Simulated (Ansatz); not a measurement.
Species: C$_{3}$H$_{7}$O, net charge 0, doublet state. SMILES: [CH2]OCC
Structure (B3LYP-D3(BJ)/def2-TZVP (Ansatz, a quantum-chemistry and plane-wave program) minimum search):
```xyz
11

O      0.1665    -0.7093     0.1652
C     -0.0138     0.6792    -0.1182
C      1.4396    -1.1572     0.0994
C     -1.4905     0.9946    -0.0588
H      0.5477     1.2666     0.6160
H      0.3972     0.8950    -1.1115
H      2.1572    -0.5996    -0.4916
H      1.5421    -2.2189     0.2624
H     -2.0409     0.4061    -0.7938
H     -1.8914     0.7728     0.9309
H     -1.6552     2.0527    -0.2691
```
Charge 0, spin multiplicity 2.

Quantity: enthalpy of formation at 298 K, in kcal/mol. Set-up: dispersion terms only where a functional's name holds one; 6-31G* and kin with 6d, 5d where marked; LANL2DZ all-electron up to Ne; non-relativistic; valence correlation only; 6-311+G** with 5d; spin-orbit terms left out; UHF or UKS for open shells. CBS(X,Y): correlation extrapolated as X^-3; Hartree-Fock from the larger set. [CCSD(T)-MP2]/basis is that difference in the basis named. Ab initio and DFT rows: single points at B3LYP-D3(BJ) geometries (Ansatz), with unscaled harmonic terms from B3LYP/6-31G* at its own minima, enthalpies of formation by atomisation with measured atoms.

Coupled cluster (Ansatz) is a level with limits of its own, used here on species with T1 under 0.025 (0.045 for open shells) and stable references: RI-MP2/CBS(cc-pVTZ,cc-pVQZ)+[CCSD(T)-MP2]/cc-pVDZ.

Value to compare with, RI-MP2/CBS(cc-pVTZ,cc-pVQZ)+[CCSD(T)-MP2]/cc-pVDZ (Ansatz): -8.4 kcal/mol.

```tsv
level	program	enthalpy of formation at 298 K (kcal/mol)	difference
B3LYP/STO-3G	Ansatz	-174.2	-165.8
B3LYP/3-21G	Ansatz	13.1	21.5
B3LYP/LANL2DZ	Ansatz	30.6	39.0
B3LYP/6-31G	Ansatz	24.1	32.5
B3LYP/6-31G*	Ansatz	-6.0	2.4
B3LYP/6-31+G*	Ansatz	1.1	9.5
B3LYP/6-31G**	Ansatz	-12.3	-3.9
B3LYP/def2-SVP	Ansatz	-11.3	-2.9
B3LYP/cc-pVDZ	Ansatz	8.9	17.3
B3LYP/6-311+G**	Ansatz	1.2	9.6
B3LYP/def2-TZVPD	Ansatz	-4.0	4.4
```

Among the 10 habitual levels, B3LYP/STO-3G lies farthest from RI-MP2/CBS(cc-pVTZ,cc-pVQZ)+[CCSD(T)-MP2]/cc-pVDZ (Ansatz) (-165.8 kcal/mol); 7 of 10 lie above it, and their mean absolute difference is 30.4 kcal/mol, the median 13.4. One case shows no general order.

The sets are all those run for this method; runs whose electronic state is in doubt are left out.
